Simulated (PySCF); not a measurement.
Cartesian coordinates in Å; atom numbers follow the order of the lines, from 1:
```xyz
13

C     2.585    0.461    0.202
N     1.300    0.006    0.094
C     0.223   -0.388    0.034
C    -1.132   -0.846   -0.156
C    -2.117    0.318   -0.030
F    -1.200   -1.415   -1.399
H     2.581    1.540    0.378
H     3.090   -0.048    1.026
H     3.115    0.252   -0.732
H    -1.350   -1.642    0.578
H    -1.911    1.077   -0.781
H    -3.121   -0.068   -0.196
H    -2.066    0.755    0.963
```

Total charge +1.

Geometry: GFN2-xTB; GIAO absolute shieldings from PySCF, gas phase, non-relativistic, averaged over equivalent atoms.

At PBE0/STO-3G (37 basis functions, 4.7 s wall time on 1 thread of an Arm Neoverse N1, shared host):
```tsv
atoms	σ (ppm)
C3	147.9
C4	173.1
C1	201.9
C5	214.5
N2	195.7
F6	404.1
H10	28.23
H7/H8/H9	28.61
H11/H12/H13	30.77
```

**Question.** What do these become at B3LYP/pcSseg-1?

**Answer.** 
```
      atoms  σ at B3LYP/pcSseg-1  change
         C3                 67.0   -80.9
         C4                101.7   -71.4
         C1                158.1   -43.8
         C5                157.9   -56.6
         N2                 78.5  -117.2
         F6                386.0   -18.1
        H10                25.49   -2.74
   H7/H8/H9                27.51   -1.10
H11/H12/H13                29.40   -1.37
```

The largest change is at N2 (nitrogen bonded to 2 C). Cost: 137 basis functions, 22 s wall time on 1 thread of an Arm Neoverse N1, shared host. The order of the carbon signals changes between the two levels.
